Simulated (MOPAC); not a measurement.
MOPAC input (AM1):

```
AM1 PRECISE GNORM=0.05 LET XYZ CHARGE=-1 GEO-OK AUX(PRECISION=9) THREADS=1
C3H7O

O     0.04506196 1   -0.76326742 1   -0.00033480 1
C     0.02554004 1    0.62401008 1    0.00008452 1
C     1.39881450 1   -1.38514142 1   -0.00460205 1
C    -1.41891819 1    1.12299125 1    0.00459498 1
H     0.56425370 1    1.02806812 1    0.88086636 1
H     0.55890179 1    1.02852619 1   -0.88373893 1
H     1.91752030 1   -0.92164996 1   -0.88283989 1
H     1.92283869 1   -0.92210516 1    0.87071378 1
H    -1.94842248 1    0.75240963 1   -0.87706723 1
H    -1.94306535 1    0.75195111 1    0.88926030 1
H    -1.46514037 1    2.21777999 1    0.00501936 1
```

From the last part of the output:

```
                                                       MOPAC v23.2.5 Linux

          FINAL HEAT OF FORMATION =        -15.62298 KCAL/MOL =     -65.36655 KJ/MOL

          COSMO AREA              =        107.74 SQUARE ANGSTROMS
          COSMO VOLUME            =         90.33 CUBIC ANGSTROMS

          GRADIENT NORM           =          0.02465          =       0.00743 PER ATOM
          IONIZATION POTENTIAL    =          0.529318 EV
          HOMO LUMO ENERGIES (EV) =         -0.529  8.317
          NO. OF FILLED LEVELS    =         13
          MOLECULAR WEIGHT        =         59.0877         POINT GROUP:  Cs

          MOLECULAR DIMENSIONS (Angstroms)

            Atom       Atom       Distance
            H    11    H     8     4.89898
            H    10    H     7     2.90080
            H     9    H     5     2.48652

          SCF CALCULATIONS        =         29

   ATOM   CHEMICAL          X               Y               Z
  NUMBER   SYMBOL      (ANGSTROMS)     (ANGSTROMS)     (ANGSTROMS)

     1       O          0.10171653  *  -0.76449042  *  -0.00050581  *
     2       C          0.02908947  *   0.68748388  *   0.00008242  *
     3       C          1.34521633  *  -1.28657353  *  -0.00441207  *
     4       C         -1.42202020  *   1.09279715  *   0.00459846  *
     5       H          0.55449918  *   1.09013911  *   0.90541232  *
     6       H          0.54898922  *   1.09060777  *  -0.90820252  *
     7       H          1.92873875  *  -1.13679117  *  -0.92753598  *
     8       H          1.93431474  *  -1.13732720  *   0.91524852  *
     9       H         -1.93914899  *   0.68636219  *  -0.89730743  *
    10       H         -1.93364704  *   0.68590311  *   0.90941714  *
    11       H         -1.52910310  *   2.20581036  *   0.00520248  *

                             CARTESIAN COORDINATES

   1    O        0.101716529    -0.764490418    -0.000505814
   2    C        0.029089472     0.687483877     0.000082416
   3    C        1.345216327    -1.286573532    -0.004412068
   4    C       -1.422020203     1.092797153     0.004598461
   5    H        0.554499180     1.090139112     0.905412316
   6    H        0.548989219     1.090607771    -0.908202517
   7    H        1.928738751    -1.136791170    -0.927535985
   8    H        1.934314744    -1.137327201     0.915248518
   9    H       -1.939148988     0.686362195    -0.897307428
  10    H       -1.933647039     0.685903115     0.909417136
  11    H       -1.529103099     2.205810357     0.005202478

           Empirical Formula: C3 H7 O  =    11 atoms

      MOLECULAR POINT GROUP   :   Cs

                  EIGENVALUES
 -31.87131 -26.92016 -18.64306 -17.55891 -11.10515 -11.04772  -9.14304  -8.64788
  -8.64217  -6.65676  -6.56511  -3.61393  -0.52932   8.31720   8.44606   8.85409
   9.39137   9.80713   9.82036  10.46895  11.65703  12.24537  14.06372

              NET ATOMIC CHARGES AND DIPOLE CONTRIBUTIONS

  ATOM NO.   TYPE          CHARGE      No. of ELECS.   s-Pop       p-Pop
    1          O          -0.187897        6.1879     1.87970     4.30819
    2          C          -0.127592        4.1276     1.24943     2.87816
    3          C          -0.608371        4.6084     1.33915     3.26923
    4          C          -0.184444        4.1844     1.22400     2.96044
    5          H           0.013269        0.9867     0.98673
    6          H           0.013272        0.9867     0.98673
    7          H          -0.018086        1.0181     1.01809
    8          H          -0.018085        1.0181     1.01808
    9          H           0.052593        0.9474     0.94741
   10          H           0.052595        0.9474     0.94741
   11          H           0.012745        0.9873     0.98725
 DIPOLE           X         Y         Z       TOTAL
 POINT-CHG.    -4.068     3.652     0.013     5.466
 HYBRID         0.641     1.802    -0.001     1.913
 SUM           -3.427     5.454     0.012     6.441

          ATOMIC ORBITAL ELECTRON POPULATIONS

     Atom    s        px        py        pz
    1  O   1.87970   1.31167   1.06960   1.92692
    2  C   1.24943   0.88864   1.04430   0.94522
    3  C   1.33915   0.89777   1.50146   0.87000
    4  C   1.22400   1.01643   0.94818   0.99584
    5  H   0.98673
    6  H   0.98673
    7  H   1.01809
    8  H   1.01808
    9  H   0.94741
   10  H   0.94741
   11  H   0.98725

 **********************
 *                    *
 * JOB ENDED NORMALLY *
 *                    *
 **********************

 == MOPAC DONE ==
```

The dipole moment of an ion depends on the origin.
